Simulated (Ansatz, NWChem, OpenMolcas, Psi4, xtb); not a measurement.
Ligand exchange: NClO + SiH3Cl → HNO + SiH2Cl2

Gas-phase species: NClO (nitrosyl chloride) `O=NCl`, singlet; SiH3Cl (chlorosilane) `[SiH3]Cl`, singlet; HNO (nitroxyl) `N=O`, singlet; SiH2Cl2 `Cl[SiH2]Cl`, singlet. The partners trade Cl for H: N–Cl and Si–H bonds give way to N–H and Si–Cl.

Shapes, held fixed at every level: PBE0-D4/def2-TZVP. Programs: Ansatz 0.2.0, NWChem 7.3.0, OpenMolcas 26.06, Psi4 1.11, xtb 6.7.1. A level may come from different programs for different species; with the same settings they agree closely. Electronic energies: no zero-point or thermal term.

```tsv
level	kind	ΔE (kJ/mol)
GFN0-xTB	semi-empirical	+55.8
HF/STO-3G	Hartree–Fock	-145.9
HF/3-21G	Hartree–Fock	-124.3
HF/def2-SVP	Hartree–Fock	-184.4
PBE0/def2-SVP	global hybrid	-112.2
B3LYP/6-31G* (Cartesian functions)	global hybrid	-85.9
```

B3LYP/6-31G* (Cartesian functions) gives ΔE = -85.9 kJ/mol; the levels span -184.4 to +55.8. They disagree on the sign: 1 of 6 are positive. GFN0-xTB strays far from the other rows. The median of the levels is -118.2. No measured value is set beside it here. B3LYP/6-31G* (Cartesian functions) lies outside the range of the other correlated levels here, so it shouldn't be taken on trust. Rows in sets without polarisation functions are far from converged.
